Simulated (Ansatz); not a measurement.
# C5N: the cost of one run

Method: the levels named in each step, in Ansatz 0.2.0.

### Step 1. The starting structure

Bond lengths: C1–C2 1.215 Å, C2–C3 1.348 Å, C3–C4 1.221 Å, C4–C5 1.352 Å, C5–N6 1.152 Å. Angles: C1–C2–C3 180.0°, C2–C3–C4 180.0°, C3–C4–C5 180.0°, C4–C5–N6 180.0°.

Structure file:

```xyz
6

C     0.0000    0.0000   -3.1637
C     0.0000    0.0000   -1.9488
C     0.0000    0.0000   -0.6013
C     0.0000    0.0000    0.6194
C     0.0000    0.0000    1.9714
N     0.0000    0.0000    3.1229
```

### Step 2. A rough first relaxation, PBE-D4/def2-SVP

This run stands in another session on the same molecule. It ended at:

```xyz
6

C     0.0879    0.1111   -3.2146
C    -0.0822   -0.1040   -1.9551
C    -0.0349   -0.0442   -0.6228
C    -0.0086   -0.0108    0.6329
C     0.0105    0.0132    1.9866
N     0.0274    0.0346    3.1730
```

### Step 3. Relaxation, HF/STO-3G

input.yaml reads:

```yaml
crystal:
  periodic: [false, false, false]
  atoms:
    - { symbol: C, position_ang: [0.08785732, 0.11112229, -3.21463969] }
    - { symbol: C, position_ang: [-0.08223865, -0.10401574, -1.95511165] }
    - { symbol: C, position_ang: [-0.03492505, -0.04417336, -0.62279223] }
    - { symbol: C, position_ang: [-0.00855108, -0.01081549, 0.63291038] }
    - { symbol: C, position_ang: [0.0104666, 0.01323821, 1.98661513] }
    - { symbol: "N", position_ang: [0.02739085, 0.03464407, 3.17301807] }
magnetization:
  spin_polarized: true
  initial_magnetization: 1
basis:
  gaussian: { orbitals: STO-3G }
hamiltonian:
  xc: hf
relax:
  f_tol: 0.002
  max_steps: 150
```

The run is started by

```bash
$ ansatz run input.yaml --threads 2 --pin off --max-ram 5120MiB --backend cpu --events-out ev --progress --plain --runs-dir out
```

**Question.** How long does this run take on 2 threads of AMD EPYC (Zen 3), shared host, and how much memory does it need?

About 20 s, with a peak of 0.095 GiB.
